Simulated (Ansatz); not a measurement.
# SiH₅O+: single points off equilibrium

A test off equilibrium: a frame of a short trajectory is computed at several levels, and each is set against CCSD(T).

Method: single points in def2-TZVPP; program: Ansatz 0.2.0, Gaussian basis.

Cores are frozen in the correlated methods.

## 1. Starting geometry

SMILES `[OH2+][SiH3]`, 7 atoms, charge 1, spin multiplicity 1.

Atoms are counted from 1 here; the program's logs count them from 0.

Bond lengths: O1–Si2 1.881 Å, O1–H3 0.980 Å, O1–H4 0.999 Å, Si2–H5 1.401 Å, Si2–H6 1.454 Å, Si2–H7 1.451 Å. Angles: Si2–O1–H3 118.1°, Si2–O1–H4 123.1°, H3–O1–H4 106.9°, O1–Si2–H5 106.4°, O1–Si2–H6 102.2°, O1–Si2–H7 102.2°, H5–Si2–H6 102.2°, H5–Si2–H7 120.5°, H6–Si2–H7 121.2°.

As a file:

```csv
atom,x (Å),y (Å),z (Å)
O1,-0.0968,-1.0034,0.0817
Si2,0.1059,0.8579,-0.0994
H3,-0.7130,-1.4621,-0.5264
H4,0.6704,-1.6230,0.2396
H5,-0.7337,1.2469,-1.1509
H6,-0.6076,1.3603,1.0639
H7,1.5452,0.9988,-0.2164
```

## 2. PBE-D4/def2-TZVPP

Input file run/in.yaml:

```yaml
crystal:
  periodic: [false, false, false]
  atoms:
    - {symbol: O, position_ang: [-0.096814, -1.003422, 0.081711]}
    - {symbol: Si, position_ang: [0.105897, 0.857950, -0.099402]}
    - {symbol: H, position_ang: [-0.713038, -1.462069, -0.526370]}
    - {symbol: H, position_ang: [0.670409, -1.622967, 0.239554]}
    - {symbol: H, position_ang: [-0.733727, 1.246921, -1.150940]}
    - {symbol: H, position_ang: [-0.607597, 1.360283, 1.063877]}
    - {symbol: H, position_ang: [1.545176, 0.998801, -0.216380]}
basis:
  gaussian: {orbitals: def2-TZVPP}
total_charge: 1
hamiltonian: {xc: pbe, dispersion: d4}
output: {forces: true}
```

Started as:

```sh
$ ansatz run in.yaml --threads 2 --pin off --events-out ev --progress --plain --max-ram 3481MiB
```

## 3. r2SCAN-D4/def2-TZVPP

run/in.yaml, as its differences from that of step 2:

```diff
@@ -13,3 +13,3 @@
 total_charge: 1
-hamiltonian: {xc: pbe, dispersion: d4}
+hamiltonian: {xc: r2scan, dispersion: d4}
 output: {forces: true}
```

## 4. PBE0-D4/def2-TZVPP

run/in.yaml, as its differences from that of step 3:

```diff
@@ -13,3 +13,3 @@
 total_charge: 1
-hamiltonian: {xc: r2scan, dispersion: d4}
-output: {forces: true}
+hamiltonian: {xc: pbe0, dispersion: d4}
+output: {forces: true, orbitals: {seedname: orbitals}}
```

## 5. wB97M-V/def2-TZVPP

run/in.yaml, as its differences from that of step 4:

```diff
@@ -13,3 +13,3 @@
 total_charge: 1
-hamiltonian: {xc: pbe0, dispersion: d4}
-output: {forces: true, orbitals: {seedname: orbitals}}
+hamiltonian: {xc: {name: wB97M-V}}
+output: {forces: true}
```

## 6. CCSD(T)/def2-TZVPP

run/in.yaml, as its differences from that of step 5:

```diff
@@ -13,3 +13,3 @@
 total_charge: 1
-hamiltonian: {xc: {name: wB97M-V}}
+correlation: {method: ccsd_t}
 output: {forces: true}
```

(Steps that only read results are left out.)

Q: Predict the outcome of this session. Wanted: energy less free atoms, CCSD(T)/def2-TZVPP; RMS force component; RMS force error; HOMO and LUMO, PBE0-D4; T1 diagnostic.

The runs gave:

```
                                  quantity                                                             value
energy less free atoms, CCSD(T)/def2-TZVPP                                                    -1332.1 kJ/mol
                       RMS force component                              0.600 to 0.652 eV/Å over the methods
                           RMS force error  PBE-D4 0.199, r2SCAN-D4 0.055, PBE0-D4 0.065, wB97M-V 0.050 eV/Å
                    HOMO and LUMO, PBE0-D4                                               -15.38 and -6.72 eV
                             T1 diagnostic                                                             0.009
```

In words: Against CCSD(T) the functionals' energies less atoms differ by -49.2 to +7.3 kJ/mol, PBE-D4 by -15.0 kJ/mol. The reference is not at the basis limit: in triple zeta CCSD(T) underbinds, which counts against methods that bind more; the gaps are no ranking. For forces wB97M-V does best and PBE-D4 worst.
